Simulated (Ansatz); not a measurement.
A short molecular-dynamics run on C₂H₂O₂, SMILES `O=C1CO1`.

```yaml
crystal:
  periodic: [false, false, false]
  atoms:
    - {symbol: O, position_ang: [-0.715950, -1.717637, 0.667971]}
    - {symbol: C, position_ang: [-0.355641, -0.735118, 0.121236]}
    - {symbol: C, position_ang: [0.322879, 0.532565, 0.020006]}
    - {symbol: O, position_ang: [-0.451761, -0.161005, -1.067017]}
    - {symbol: H, position_ang: [1.391039, 0.574861, -0.165517]}
    - {symbol: H, position_ang: [-0.148465, 1.442234, 0.377020]}
basis:
  gaussian: {orbitals: "6-31G*"}
hamiltonian: {xc: {name: r2SCAN}, dispersion: rvv10}
md: {timestep: 2 fs, n_steps: 30, ensemble: nvt_nose_hoover, temperature: 300, initial_velocities: maxwell_boltzmann, seed: 73}
```

```sh
$ ansatz run in.yaml --threads 2 --pin off --events-out ev --progress --plain --max-ram 4352MiB
```

| step | time (fs) | potential energy (eV) | kinetic (eV) | T (K) | conserved (eV) |
| --- | --- | --- | --- | --- | --- |
| 0 | 0.0 | -6194.4485 | 0.1551 | 300 | -6194.2934 |
| 1 | 2.0 | -6194.4093 | 0.1215 | 235 | -6194.2878 |
| 2 | 4.0 | -6194.3805 | 0.0930 | 180 | -6194.2875 |
| 3 | 6.0 | -6194.3695 | 0.0791 | 153 | -6194.2905 |
| 4 | 8.0 | -6194.3497 | 0.0650 | 126 | -6194.2849 |
| 5 | 10.0 | -6194.3737 | 0.0822 | 159 | -6194.2917 |
| 6 | 12.0 | -6194.3701 | 0.0820 | 159 | -6194.2884 |
| 7 | 14.0 | -6194.3693 | 0.0810 | 157 | -6194.2888 |
| 8 | 16.0 | -6194.3667 | 0.0762 | 147 | -6194.2913 |
| 9 | 18.0 | -6194.3392 | 0.0550 | 106 | -6194.2851 |
| 10 | 20.0 | -6194.3499 | 0.0606 | 117 | -6194.2904 |
| 11 | 22.0 | -6194.3470 | 0.0608 | 118 | -6194.2876 |
| 12 | 24.0 | -6194.3576 | 0.0717 | 139 | -6194.2875 |
| 13 | 26.0 | -6194.3824 | 0.0939 | 182 | -6194.2906 |
| 14 | 28.0 | -6194.3905 | 0.1068 | 206 | -6194.2863 |
| 15 | 30.0 | -6194.4174 | 0.1282 | 248 | -6194.2924 |
| 16 | 32.0 | -6194.4021 | 0.1180 | 228 | -6194.2881 |
| 17 | 34.0 | -6194.3946 | 0.1117 | 216 | -6194.2875 |
| 18 | 36.0 | -6194.4029 | 0.1169 | 226 | -6194.2914 |
| 19 | 38.0 | -6194.3860 | 0.1060 | 205 | -6194.2861 |
| 20 | 40.0 | -6194.3918 | 0.1073 | 208 | -6194.2912 |
| 21 | 42.0 | -6194.3709 | 0.0908 | 176 | -6194.2876 |
| 22 | 44.0 | -6194.3615 | 0.0815 | 158 | -6194.2881 |
| 23 | 46.0 | -6194.3562 | 0.0740 | 143 | -6194.2909 |
| 24 | 48.0 | -6194.3282 | 0.0526 | 102 | -6194.2849 |
| 25 | 50.0 | -6194.3416 | 0.0619 | 120 | -6194.2895 |
| 26 | 52.0 | -6194.3504 | 0.0730 | 141 | -6194.2878 |
| 27 | 54.0 | -6194.3676 | 0.0902 | 175 | -6194.2886 |
| 28 | 56.0 | -6194.3802 | 0.1006 | 195 | -6194.2918 |
| 29 | 58.0 | -6194.3537 | 0.0812 | 157 | -6194.2857 |
| 30 | 60.0 | -6194.3557 | 0.0812 | 157 | -6194.2886 |

Velocities are drawn at the set temperature; a run this short doesn't reach equilibrium.

Frames (Å, forces in eV/Å):

```xyz
6
time=0.0 fs
O    -0.716   -1.718    0.668   -0.432   -1.178    0.656
C    -0.356   -0.735    0.121    0.305    0.568   -0.040
C     0.323    0.533    0.020    0.300    0.310    0.362
O    -0.452   -0.161   -1.067   -0.278    0.091   -0.943
H     1.391    0.575   -0.166    0.157    0.045   -0.056
H    -0.148    1.442    0.377   -0.051    0.163    0.021
6
time=2.0 fs
O    -0.719   -1.709    0.671   -0.561   -1.778    0.873
C    -0.340   -0.746    0.117    0.024    1.007   -0.248
C     0.315    0.519    0.022    0.720    1.735    0.434
O    -0.454   -0.153   -1.068   -0.195   -0.232   -0.981
H     1.398    0.591   -0.157   -0.317   -0.046   -0.021
H    -0.169    1.465    0.357    0.329   -0.686   -0.056
6
time=4.0 fs
O    -0.723   -1.706    0.677   -0.420   -1.662    0.708
C    -0.325   -0.754    0.112   -0.481    0.788   -0.176
C     0.309    0.511    0.026    1.052    2.160    0.227
O    -0.456   -0.146   -1.072   -0.078   -0.518   -0.867
H     1.393    0.606   -0.149   -0.336   -0.111   -0.051
H    -0.177    1.461    0.335    0.263   -0.658    0.160
6
time=6.0 fs
O    -0.728   -1.706    0.684   -0.061   -1.018    0.242
C    -0.312   -0.759    0.106   -1.075    0.220    0.084
C     0.306    0.510    0.031    1.135    1.430   -0.141
O    -0.458   -0.140   -1.077    0.061   -0.741   -0.599
H     1.375    0.616   -0.143    0.155   -0.099   -0.151
H    -0.175    1.431    0.319   -0.215    0.208    0.565
6
time=8.0 fs
O    -0.733   -1.708    0.692    0.333   -0.271   -0.289
C    -0.301   -0.763    0.101   -1.522   -0.239    0.348
C     0.308    0.514    0.035    0.905    0.634   -0.395
O    -0.460   -0.136   -1.085    0.207   -0.864   -0.212
H     1.363    0.623   -0.143    0.564   -0.022   -0.218
H    -0.182    1.410    0.324   -0.486    0.762    0.766
6
time=10.0 fs
O    -0.737   -1.712    0.699    0.600    0.254   -0.687
C    -0.296   -0.769    0.096   -1.650   -0.296    0.472
C     0.312    0.519    0.038    0.429    0.858   -0.297
O    -0.462   -0.134   -1.092    0.329   -0.877    0.231
H     1.372    0.629   -0.151    0.258    0.045   -0.139
H    -0.207    1.418    0.359    0.035    0.016    0.420
6
time=12.0 fs
O    -0.740   -1.714    0.704    0.676    0.442   -0.870
C    -0.296   -0.775    0.093   -1.417    0.128    0.388
C     0.317    0.528    0.040    0.108    0.861   -0.142
O    -0.463   -0.134   -1.099    0.396   -0.817    0.665
H     1.392    0.636   -0.164   -0.341    0.077    0.013
H    -0.230    1.427    0.410    0.579   -0.693   -0.054
6
time=14.0 fs
O    -0.741   -1.716    0.708    0.591    0.358   -0.859
C    -0.300   -0.781    0.092   -0.927    0.829    0.138
C     0.323    0.539    0.041   -0.125   -0.031   -0.129
O    -0.463   -0.135   -1.105    0.383   -0.717    1.022
H     1.398    0.646   -0.177   -0.486    0.098    0.079
H    -0.232    1.409    0.459    0.563   -0.536   -0.251
6
time=16.0 fs
O    -0.741   -1.717    0.709    0.437    0.176   -0.758
C    -0.308   -0.784    0.091   -0.362    1.427   -0.116
C     0.328    0.550    0.042   -0.345   -1.454   -0.299
O    -0.462   -0.139   -1.108    0.293   -0.573    1.236
H     1.386    0.661   -0.187   -0.039    0.108    0.008
H    -0.211    1.370    0.498    0.017    0.317   -0.070
6
time=18.0 fs
O    -0.740   -1.717    0.708    0.315    0.094   -0.693
C    -0.317   -0.782    0.089    0.099    1.579   -0.162
C     0.333    0.556    0.042   -0.619   -2.234   -0.336
O    -0.461   -0.144   -1.108    0.148   -0.362    1.235
H     1.372    0.679   -0.197    0.448    0.074   -0.094
H    -0.191    1.344    0.535   -0.391    0.849    0.049
6
time=20.0 fs
O    -0.738   -1.717    0.706    0.274    0.202   -0.721
C    -0.325   -0.776    0.087    0.358    1.168    0.112
C     0.335    0.555    0.041   -0.739   -1.512    0.095
O    -0.459   -0.150   -1.105   -0.021   -0.087    0.976
H     1.376    0.700   -0.210    0.221   -0.058   -0.031
H    -0.185    1.350    0.574   -0.093    0.288   -0.430
6
time=22.0 fs
O    -0.735   -1.717    0.702    0.282    0.408   -0.783
C    -0.332   -0.766    0.085    0.425    0.362    0.597
C     0.335    0.550    0.040   -0.382   -0.398    0.424
O    -0.457   -0.156   -1.100   -0.188    0.215    0.513
H     1.387    0.719   -0.225   -0.361   -0.255    0.138
H    -0.183    1.367    0.596    0.223   -0.332   -0.889
6
time=24.0 fs
O    -0.732   -1.715    0.696    0.260    0.512   -0.747
C    -0.338   -0.754    0.086    0.393   -0.475    1.023
C     0.334    0.543    0.041    0.021    0.163    0.356
O    -0.455   -0.162   -1.093   -0.326    0.477   -0.010
H     1.385    0.729   -0.234   -0.454   -0.387    0.199
H    -0.172    1.371    0.585    0.106   -0.289   -0.821
6
time=26.0 fs
O    -0.728   -1.713    0.689    0.148    0.331   -0.508
C    -0.343   -0.744    0.089    0.348   -0.960    1.136
C     0.332    0.536    0.043    0.139    0.016    0.010
O    -0.455   -0.167   -1.087   -0.398    0.625   -0.428
H     1.366    0.723   -0.236    0.114   -0.380    0.094
H    -0.157    1.365    0.541   -0.351    0.368   -0.305
6
time=28.0 fs
O    -0.723   -1.709    0.680   -0.072   -0.198   -0.050
C    -0.346   -0.737    0.096    0.325   -0.903    0.845
C     0.332    0.530    0.045   -0.038    0.025   -0.199
O    -0.455   -0.170   -1.081   -0.370    0.622   -0.645
H     1.351    0.703   -0.234    0.702   -0.293   -0.008
H    -0.155    1.372    0.486   -0.546    0.747    0.057
6
time=30.0 fs
O    -0.719   -1.706    0.671   -0.351   -0.960    0.528
C    -0.349   -0.733    0.106    0.306   -0.405    0.263
C     0.331    0.524    0.046   -0.079    1.036   -0.185
O    -0.456   -0.171   -1.077   -0.254    0.496   -0.667
H     1.363    0.672   -0.232    0.404   -0.237    0.131
H    -0.175    1.408    0.433   -0.025    0.070   -0.071
6
time=32.0 fs
O    -0.716   -1.706    0.663   -0.569   -1.621    1.018
C    -0.350   -0.730    0.117    0.240    0.200   -0.360
C     0.329    0.521    0.046    0.216    1.866   -0.346
O    -0.458   -0.171   -1.075   -0.092    0.317   -0.543
H     1.390    0.631   -0.226   -0.322   -0.144    0.343
H    -0.195    1.447    0.378    0.526   -0.619   -0.112
6
time=34.0 fs
O    -0.714   -1.709    0.657   -0.582   -1.769    1.198
C    -0.351   -0.727    0.127    0.036    0.489   -0.745
C     0.329    0.524    0.046    0.427    1.599   -0.588
O    -0.460   -0.171   -1.074    0.080    0.138   -0.357
H     1.405    0.585   -0.206   -0.534    0.038    0.354
H    -0.195    1.462    0.317    0.573   -0.496    0.139
6
time=36.0 fs
O    -0.713   -1.716    0.655   -0.352   -1.239    0.998
C    -0.351   -0.722    0.134   -0.348    0.237   -0.753
C     0.330    0.532    0.043    0.373    0.392   -0.725
O    -0.462   -0.170   -1.073    0.245   -0.001   -0.180
H     1.400    0.540   -0.172   -0.047    0.223    0.150
H    -0.174    1.458    0.262    0.130    0.388    0.511
6
time=38.0 fs
O    -0.714   -1.727    0.655    0.000   -0.295    0.571
C    -0.353   -0.716    0.139   -0.787   -0.375   -0.477
C     0.332    0.541    0.039    0.011   -0.468   -0.627
O    -0.463   -0.169   -1.074    0.399   -0.060   -0.045
H     1.393    0.504   -0.133    0.541    0.321   -0.088
H    -0.147    1.469    0.227   -0.164    0.877    0.665
6
time=40.0 fs
O    -0.714   -1.738    0.656    0.293    0.614    0.145
C    -0.357   -0.712    0.142   -1.050   -0.925   -0.139
C     0.334    0.549    0.032   -0.222   -0.047   -0.322
O    -0.463   -0.169   -1.074    0.519   -0.032    0.046
H     1.406    0.479   -0.097    0.312    0.366   -0.197
H    -0.127    1.514    0.216    0.148    0.025    0.467
6
time=42.0 fs
O    -0.713   -1.748    0.658    0.417    1.169   -0.126
C    -0.365   -0.710    0.145   -0.973   -1.032    0.044
C     0.336    0.557    0.024    0.036    0.271    0.017
O    -0.462   -0.168   -1.074    0.570    0.037    0.122
H     1.432    0.469   -0.068   -0.393    0.374   -0.264
H    -0.101    1.560    0.224    0.342   -0.819    0.206
6
time=44.0 fs
O    -0.712   -1.755    0.659    0.357    1.271   -0.195
C    -0.376   -0.712    0.148   -0.562   -0.599   -0.029
C     0.337    0.566    0.016    0.213   -0.295    0.302
O    -0.460   -0.168   -1.074    0.539    0.092    0.207
H     1.442    0.473   -0.050   -0.613    0.273   -0.367
H    -0.061    1.575    0.239    0.066   -0.742    0.082
6
time=46.0 fs
O    -0.710   -1.759    0.660    0.163    1.010   -0.101
C    -0.389   -0.716    0.151    0.046    0.157   -0.292
C     0.339    0.573    0.009   -0.040   -1.453    0.449
O    -0.456   -0.167   -1.074    0.424    0.116    0.280
H     1.429    0.487   -0.045   -0.095    0.062   -0.471
H    -0.019    1.561    0.258   -0.499    0.108    0.134
6
time=48.0 fs
O    -0.707   -1.761    0.660   -0.072    0.615    0.052
C    -0.401   -0.719    0.154    0.671    0.837   -0.554
C     0.342    0.577    0.004   -0.609   -1.965    0.607
O    -0.452   -0.166   -1.072    0.228    0.123    0.276
H     1.412    0.504   -0.058    0.575   -0.132   -0.507
H     0.004    1.551    0.282   -0.791    0.521    0.126
6
time=50.0 fs
O    -0.704   -1.761    0.661   -0.251    0.366    0.137
C    -0.412   -0.719    0.154    1.142    1.070   -0.620
C     0.342    0.573    0.000   -0.664   -1.199    0.899
O    -0.446   -0.164   -1.070   -0.041    0.123    0.141
H     1.418    0.516   -0.091    0.320   -0.152   -0.379
H    -0.003    1.561    0.311   -0.506   -0.208   -0.178
6
time=52.0 fs
O    -0.702   -1.760    0.662   -0.320    0.414    0.087
C    -0.418   -0.716    0.152    1.365    0.733   -0.442
C     0.340    0.566    0.000   -0.086   -0.385    0.959
O    -0.441   -0.162   -1.068   -0.348    0.110   -0.098
H     1.435    0.522   -0.139   -0.494   -0.066   -0.076
H    -0.030    1.564    0.333   -0.117   -0.807   -0.431
6
time=54.0 fs
O    -0.701   -1.758    0.664   -0.301    0.673   -0.052
C    -0.421   -0.711    0.149    1.354   -0.004   -0.139
C     0.338    0.558    0.002    0.320   -0.200    0.684
O    -0.437   -0.160   -1.066   -0.651    0.060   -0.365
H     1.434    0.526   -0.190   -0.741    0.013    0.234
H    -0.061    1.535    0.339    0.018   -0.543   -0.364
6
time=56.0 fs
O    -0.701   -1.755    0.665   -0.252    0.910   -0.170
C    -0.419   -0.706    0.146    1.191   -0.808    0.115
C     0.336    0.549    0.007    0.203   -0.498    0.299
O    -0.434   -0.158   -1.065   -0.906   -0.044   -0.593
H     1.404    0.530   -0.232   -0.112    0.068    0.374
H    -0.092    1.486    0.330   -0.123    0.371   -0.024
6
time=58.0 fs
O    -0.701   -1.749    0.665   -0.235    0.906   -0.173
C    -0.413   -0.703    0.142    0.968   -1.363    0.204
C     0.336    0.538    0.012   -0.373   -0.299    0.163
O    -0.433   -0.156   -1.065   -1.053   -0.184   -0.735
H     1.370    0.537   -0.260    0.799    0.122    0.345
H    -0.127    1.450    0.321   -0.105    0.818    0.197
6
time=60.0 fs
O    -0.702   -1.741    0.666   -0.288    0.541   -0.011
C    -0.404   -0.704    0.140    0.755   -1.450    0.084
C     0.334    0.527    0.019   -0.479    0.836    0.119
O    -0.435   -0.155   -1.067   -1.035   -0.301   -0.743
H     1.367    0.549   -0.275    0.675    0.150    0.456
H    -0.167    1.445    0.319    0.372    0.224    0.096
```

It took 47 s on 2 threads of an Intel Xeon on a shared host, with 0.14 GiB of host memory at the peak.
